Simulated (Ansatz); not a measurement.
**SiNH (singlet): the correlation ladder at distance Si1–N2 = 2.818 Å, 6-31G**

How much of the correlation energy of SiNH (singlet) does each wave-function method recover here?

Method: 6-31G, core rule «outside noble gas», up to 6 orbitals frozen; program: Ansatz 0.2.0, Gaussian basis.

Plan: UHF; CCSD(T) on RHF; CCSD(T) on UHF; BCCD(T) on RHF; CISD; CCSDT(Q) on RHF; CCSDT(Q) on UHF; CISDTQ; CCSDTQ on RHF; CASSCF and MRCISD+Q, 2 electrons in 2 orbitals; CASSCF and NEVPT2, 2 electrons in 2 orbitals; CASSCF and MRCISD+Q, 10 electrons in 9 orbitals; CASSCF and NEVPT2, 10 electrons in 9 orbitals; Full CI.

19 further runs of the same task are left out: 18 that didn't finish, 1 set aside as unsound or not needed.

## Step 1: The system

The geometry derives from a PBE0/def2-TZVP stationary point (not a proven minimum). One bond is set to the value named and the two fragments are kept rigid.

3 atoms, charge 0, spin multiplicity 1.

Atoms are counted from 1 here; the program's logs count them from 0.

Bond lengths: N2–H3 1.000 Å.

## Step 2: UHF

The input, in.yaml:

```yaml
crystal:
  periodic: [false, false, false]
  atoms:
    - {symbol: Si, position_ang: [0.000000, 0.000000, 2.211872]}
    - {symbol: N, position_ang: [0.000000, 0.000000, -0.606128]}
    - {symbol: H, position_ang: [0.000000, 0.000000, -1.605744]}
basis:
  gaussian: {orbitals: 6-31G}
magnetization: {spin_polarized: true, initial_magnetization: 0}
hamiltonian: {xc: hf}
output: {orbitals: {seedname: orbitals}}
```

On the command line:

```
$ ansatz run in.yaml --threads 1 --pin off --events-out ev --progress --plain --max-ram 2393MiB
```

Further steps of the session: CCSD(T) on RHF; CCSD(T) on UHF; BCCD(T) on RHF; CISD; CCSDT(Q) on RHF; CCSDT(Q) on UHF; CISDTQ; CCSDTQ on RHF; CASSCF and MRCISD+Q, 2 electrons in 2 orbitals; CASSCF and NEVPT2, 2 electrons in 2 orbitals; CASSCF and MRCISD+Q, 10 electrons in 9 orbitals; CASSCF and NEVPT2, 10 electrons in 9 orbitals; Full CI.

Q: Predict the results of all the runs planned. Wanted: FCI below the RHF energy; RMP2 from FCI; UMP2 from FCI; RCCSD from FCI; RCCSD(T) from FCI; UCCSD(T) from FCI; RCCSDT(Q) from FCI; UCCSDT(Q) from FCI; NEVPT2 valence from FCI.

The runs gave:

| quantity | value |
| --- | --- |
| FCI below the RHF energy | -7.0840 eV |
| RMP2 from FCI | -31.96 kcal/mol |
| UMP2 from FCI | +18.33 kcal/mol |
| RCCSD from FCI | +9.44 kcal/mol |
| RCCSD(T) from FCI | -37.07 kcal/mol |
| UCCSD(T) from FCI | +2.50 kcal/mol |
| RCCSDT(Q) from FCI | +23.57 kcal/mol |
| UCCSDT(Q) from FCI | +0.71 kcal/mol |
| NEVPT2 valence from FCI | +10.18 kcal/mol |
| MRCISD+Q valence from FCI | +0.47 kcal/mol |
| levels within 1 kcal/mol (43 meV) | UCCSDT(Q), MRCISD+Q valence |
| T1 diagnostic | 0.078 |
| effectively unpaired electrons | 3.23 |

RCCSD(T) misses by -37.07 kcal/mol, 22.7 % of the correlation energy. CCSD(T) misses by -37.07 kcal/mol on the restricted determinant and by +2.50 kcal/mol on the unrestricted one; the two need not hold the same state or core. RMP2, RCCSD(T), BCCD(T), RCCSDT, RCCSDTQ fall below full CI, which methods that aren't variational can do. With 3.2 effectively unpaired electrons against 0 the state is strongly multireference. Of the multireference levels listed MRCISD+Q valence comes nearest in total energy (+0.47 kcal/mol), which doesn't show that its space is the better one. Coupled cluster took another determinant than the lowest Hartree-Fock one. These misses are within one basis, not against nature.
